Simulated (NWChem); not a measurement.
System: acetic acid (C2H4O2); SMILES C(O)(C)=O

The following NWChem deck was run.

```
start job
memory heap 200 mb stack 900 mb global 1100 mb
geometry units angstroms noautosym nocenter noautoz
  C     -0.035619     1.395438     0.000000
  C      0.111382    -0.106508     0.000000
  O     -1.099189    -0.722263     0.000000
  O      1.153353    -0.722081     0.000000
  H      0.951798     1.857556     0.000000
  H     -0.599266     1.717130    -0.882084
  H     -0.599266     1.717130     0.882084
  H     -0.911881    -1.679917     0.000000
end
basis spherical
  * library sadlej_pvtz
end
dft
  xc pbe0
  iterations 150
end
property
  response 1 0.0
end
task dft property
```

Output (shortened):

```
             Northwest Computational Chemistry Package (NWChem) 7.3.0
             --------------------------------------------------------

                             Geometry "geometry" -> ""
                             -------------------------

 Output coordinates in angstroms (scale by  1.889725989 to convert to a.u.)

  No.       Tag          Charge          X              Y              Z
 ---- ---------------- ---------- -------------- -------------- --------------
    1 C                    6.0000    -0.03561900     1.39543800     0.00000000
    2 C                    6.0000     0.11138200    -0.10650800     0.00000000
    3 O                    8.0000    -1.09918900    -0.72226300     0.00000000
    4 O                    8.0000     1.15335300    -0.72208100     0.00000000
    5 H                    1.0000     0.95179800     1.85755600     0.00000000
    6 H                    1.0000    -0.59926600     1.71713000    -0.88208400
    7 H                    1.0000    -0.59926600     1.71713000     0.88208400
    8 H                    1.0000    -0.91188100    -1.67991700     0.00000000

 Effective nuclear repulsion energy (a.u.)     120.7189567439

                              NWChem Property Module
                              ----------------------

                                 NWChem DFT Module
                                 -----------------

 Summary of "ao basis" -> "ao basis" (spherical)
 ------------------------------------------------------------------------------
       Tag                 Description            Shells   Functions and Types
 ---------------- ------------------------------  ------  ---------------------
 C                        sadlej pvtz               10       24   5s3p2d
 O                        sadlej pvtz               10       24   5s3p2d
 H                        sadlej pvtz                5        9   3s2p

            General Information
            -------------------
          SCF calculation type: DFT
          Wavefunction type:  closed shell.
          No. of atoms     :     8
          No. of electrons :    32
           Alpha electrons :    16
            Beta electrons :    16
          Charge           :     0
          Spin multiplicity:     1
          Use of symmetry is: off; symmetry adaption is: off
          Maximum number of iterations: 150
          AO basis - number of functions:   132
                     number of shells:    60
          Convergence on energy requested:  1.00D-06
          Convergence on density requested:  1.00D-05
          Convergence on gradient requested:  5.00D-04

              XC Information
              --------------
                         PBE0 Method XC Functional
                     Hartree-Fock (Exact) Exchange  0.250
          PerdewBurkeErnzerhof Exchange Functional  0.750
            Perdew 1991 LDA Correlation Functional  1.000 local
           PerdewBurkeErnz. Correlation Functional  1.000 non-local

             Grid Information
             ----------------
          Grid used for XC integration:  medium
          Radial quadrature: Mura-Knowles
          Angular quadrature: Lebedev.
          Tag              B.-S. Rad. Rad. Pts. Rad. Cut. Ang. Pts.
          ---              ---------- --------- --------- ---------
          C                   0.70       49          14.0       434
          O                   0.60       49          13.0       434
          H                   0.35       45          15.0       434
          Grid pruning is: on
          Number of quadrature shells:   376
          Spatial weights used:  Erf1

      Superposition of Atomic Density Guess
      -------------------------------------

 Sum of atomic energies:        -226.89531345

      Non-variational initial energy
      ------------------------------

 Total energy =    -228.801670
 1-e energy   =    -548.126055
 2-e energy   =     198.605428
 HOMO         =      -0.399115
 LUMO         =       0.020948

   convergence    iter        energy       DeltaE   RMS-Dens  Diis-err
 ---------------- ----- ----------------- --------- --------- ---------
 d= 0,ls=0.0,diis     1   -228.7760041022 -3.49D+02  3.06D-02  1.17D+00
 d= 0,ls=0.0,diis     2   -228.5424773917  2.34D-01  1.32D-02  3.77D+00
 d= 0,ls=0.0,diis     3   -228.8919131513 -3.49D-01  2.40D-03  1.01D-01
 d= 0,ls=0.0,diis     4   -228.8975569131 -5.64D-03  1.02D-03  4.39D-02
 d= 0,ls=0.0,diis     5   -228.9016591287 -4.10D-03  1.80D-04  5.45D-04
  Resetting Diis
 d= 0,ls=0.0,diis     6   -228.9017089284 -4.98D-05  6.84D-05  2.78D-05
 d= 0,ls=0.0,diis     7   -228.9017122062 -3.28D-06  2.35D-05  1.70D-06
 d= 0,ls=0.0,diis     8   -228.9017121034  1.03D-07  1.29D-05  2.82D-06
 d= 0,ls=0.0,diis     9   -228.9017123845 -2.81D-07  3.00D-06  2.44D-07

         Total DFT energy =     -228.901712384524
      One electron energy =     -551.105613058347
           Coulomb energy =      230.737441597706
    Exchange-Corr. energy =      -29.252497667818
 Nuclear repulsion energy =      120.718956743934

 Numeric. integr. density =       32.000003687280

                       DFT Final Molecular Orbital Analysis
                       ------------------------------------

 Vector   14  Occ=2.000000D+00  E=-4.120739D-01
              MO Center= -3.3D-01,  7.4D-01,  1.6D-09, r^2= 2.5D+00
   Bfn.  Coefficient  Atom+Function         Bfn.  Coefficient  Atom+Function
  ----- ------------  ---------------      ----- ------------  ---------------
     8      0.410169  1 C  pz                14     -0.358556  1 C  pz
    56     -0.346087  3 O  pz               107     -0.339251  6 H  s
   116      0.339251  7 H  s                106     -0.310806  6 H  s
   115      0.310806  7 H  s                108     -0.304740  6 H  s
   117      0.304740  7 H  s                 80     -0.212372  4 O  pz

 Vector   15  Occ=2.000000D+00  E=-3.455579D-01
              MO Center=  5.9D-02, -6.7D-01, -6.1D-11, r^2= 1.9D+00
   Bfn.  Coefficient  Atom+Function         Bfn.  Coefficient  Atom+Function
  ----- ------------  ---------------      ----- ------------  ---------------
    56      0.514061  3 O  pz                80     -0.509342  4 O  pz
    59      0.243626  3 O  pz                83     -0.215111  4 O  pz
    32     -0.157467  2 C  pz                14     -0.128284  1 C  pz
    38      0.077946  2 C  pz                62      0.068063  3 O  pz
    42      0.063526  2 C  d  1             108     -0.051597  6 H  s

 Vector   16  Occ=2.000000D+00  E=-3.011369D-01
              MO Center=  7.1D-01, -4.8D-01,  2.0D-10, r^2= 1.8D+00
   Bfn.  Coefficient  Atom+Function         Bfn.  Coefficient  Atom+Function
  ----- ------------  ---------------      ----- ------------  ---------------
    79      0.570693  4 O  py                78      0.323989  4 O  px
    54      0.280683  3 O  px                82      0.248124  4 O  py
     7      0.199247  1 C  py                81      0.162281  4 O  px
     4     -0.145196  1 C  s                 57      0.112889  3 O  px
     6     -0.095479  1 C  px                31     -0.081915  2 C  py

 Vector   17  Occ=0.000000D+00  E=-6.301466D-03
              MO Center= -7.3D-01, -1.5D-01, -7.4D-08, r^2= 1.4D+01
   Bfn.  Coefficient  Atom+Function         Bfn.  Coefficient  Atom+Function
  ----- ------------  ---------------      ----- ------------  ---------------
    29      1.692043  2 C  s                  5      1.477540  1 C  s
   126     -1.325420  8 H  s                108     -0.825857  6 H  s
   117     -0.825857  7 H  s                 12     -0.520594  1 C  px
   125     -0.501951  8 H  s                 28      0.396848  2 C  s
   107     -0.394504  6 H  s                116     -0.394503  7 H  s

 Vector   18  Occ=0.000000D+00  E=-2.027953D-03
              MO Center=  7.1D-02,  9.9D-02,  4.5D-08, r^2= 3.7D+00
   Bfn.  Coefficient  Atom+Function         Bfn.  Coefficient  Atom+Function
  ----- ------------  ---------------      ----- ------------  ---------------
   108      1.272780  6 H  s                117     -1.272780  7 H  s
    32      0.618014  2 C  pz                14      0.567091  1 C  pz
   107      0.530623  6 H  s                116     -0.530623  7 H  s
    35      0.414212  2 C  pz                80     -0.396482  4 O  pz
    83     -0.262036  4 O  pz                56     -0.224919  3 O  pz

 Vector   19  Occ=0.000000D+00  E= 1.515397D-02
              MO Center= -6.1D-01,  9.6D-02, -2.3D-08, r^2= 1.8D+01
   Bfn.  Coefficient  Atom+Function         Bfn.  Coefficient  Atom+Function
  ----- ------------  ---------------      ----- ------------  ---------------
   126      2.333417  8 H  s                 99     -1.502359  5 H  s
     5      1.252309  1 C  s                 37      1.161790  2 C  py
   108     -1.057884  6 H  s                117     -1.057884  7 H  s
   125      0.925797  8 H  s                 13      0.880155  1 C  py
    29      0.648680  2 C  s                 12      0.633147  1 C  px

     Multipole analysis of the density
     ---------------------------------

     L   x y z        total         alpha         beta         nuclear
     -   - - -        -----         -----         ----         -------
     0   0 0 0     -0.000000    -16.000000    -16.000000     32.000000

[...]

 DFT Linear Response polarizability / au
 Frequency  =       0.0000000 / au
              X              Y              Z
 -----------------------------------------------
 X      37.3134560     -0.7420928      0.0000000
 Y      -0.7420810     39.3312633     -0.0000000
 Z       0.0000000     -0.0000000     26.5597744
 -----------------------------------------------
 Eigenvalues =      37.0699267     39.5747926     26.5597744
 Isotropic   =      34.4014979
 Anisotropic =      11.9609438
 -----------------------------------------------

 Magnetic Dipole Response Matrix (nonzero elements):

 Exiting AOResponse driver routine
```

Level: PBE0/Sadlej pVTZ. Geometry: optimised at B3LYP/6-31G* (spherical d).
